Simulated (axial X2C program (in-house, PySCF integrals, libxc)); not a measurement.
OH along the bond: r2SCAN, with spin–orbit coupling

All values were computed with an axial X2C code built on PySCF integrals. Two-component (2c) means X2C with spin–orbit coupling and atomic mean-field two-electron Coulomb and Gaunt terms. Basis: O dyall-av3z [7s6p3d2f], H dyall-v3z [6s2p1d] (cores contracted in-house); Gaussian nuclei, density fitting, unrestricted open shells. Masses: O 15.995 u, H 1.008 u.

State: Ω = 3/2 (⟨Sz⟩ = 0.50, ⟨Lz⟩ = 1.00 at r2SCAN). Dipoles are positive if H is the positive end.

```json
{"R (Å)": "0.846", "μ (D)": "1.577", "HOMO (eV)": "-7.22", "LUMO (eV)": "-7.20"}
{"R (Å)": "0.884", "μ (D)": "1.598", "HOMO (eV)": "-7.16", "LUMO (eV)": "-7.15"}
{"R (Å)": "0.914", "μ (D)": "1.613", "HOMO (eV)": "-7.12", "LUMO (eV)": "-7.10"}
{"R (Å)": "0.943", "μ (D)": "1.628", "HOMO (eV)": "-7.08", "LUMO (eV)": "-7.06"}
{"R (Å)": "0.972", "μ (D)": "1.642", "HOMO (eV)": "-7.04", "LUMO (eV)": "-7.02"}
{"R (Å)": "1.006", "μ (D)": "1.657", "HOMO (eV)": "-7.00", "LUMO (eV)": "-6.98"}
{"R (Å)": "1.040", "μ (D)": "1.672", "HOMO (eV)": "-6.96", "LUMO (eV)": "-6.94"}
{"R (Å)": "1.084", "μ (D)": "1.690", "HOMO (eV)": "-6.91", "LUMO (eV)": "-6.89"}
{"R (Å)": "1.137", "μ (D)": "1.710", "HOMO (eV)": "-6.85", "LUMO (eV)": "-6.84"}
{"R (Å)": "1.215", "μ (D)": "1.738", "HOMO (eV)": "-6.78", "LUMO (eV)": "-6.76"}
```

(1) The minimum lies at 0.975 Å. What is the dipole moment there, and its slope?

The state is a single determinant with fixed occupations, the lowest that a limited PBE0 search found. Density functionals use the spin component along the axis (collinear). The functionals have no current-density term, which raises determinants with orbital currents, atoms included.

Results:

(1) At r2SCAN, 2c, with the sign and origin stated: μ = 1.64 D, dμ/dR = 0.47 D/Å.
